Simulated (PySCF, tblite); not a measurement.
Isomers of C4H5O (doublet state). Computed with GFN2-xTB (tblite): harmonic, unscaled wavenumbers at the GFN2-xTB geometry, gas phase. Errors from tens to a few hundred cm⁻¹ against measured bands are possible. One conformer each. Open shells enter through the occupations alone, without spin polarisation, and single modes of such species can be off by tens of per cent.

Electronic energies: B3LYP/pcH-1 single points on the GFN2-xTB geometries (PySCF, gas phase).

```
     SMILES  electronic energy, lowest = 0 (kcal/mol)
 O=[C]C1CC1                                       0.0
O=C1C[CH]C1                                       6.8
C=[C]C(C)=O                                       5.8
```

Task: How do GFN2-xTB zero-point energies change the relative energies?

Result: 
```csv
SMILES,ZPE (kcal/mol),of it from modes above 1550 cm⁻¹,electronic (kcal/mol),"with ZPE, lowest = 0 (kcal/mol)",lowest mode (cm⁻¹),rings
O=[C]C1CC1,48.3,24.8,0.0,0.0,115,1
C=[C]C(C)=O,45.6,26.6,5.8,3.1,19,0
O=C1C[CH]C1,46.5,23.9,6.8,4.9,109,1
```

The zero-point energies span 2.7 kcal/mol, from `C=[C]C(C)=O` to `O=[C]C1CC1`. The order is unchanged.

Task: And how do the electronic energies of GFN2-xTB itself compare?

Result: `O=[C]C1CC1` 0.6; `C=[C]C(C)=O` 5.9; `O=C1C[CH]C1` 0.0 kcal/mol, lowest = 0. Against the energies above, taken from the same isomer `O=[C]C1CC1`, the largest difference is 7.4 kcal/mol.
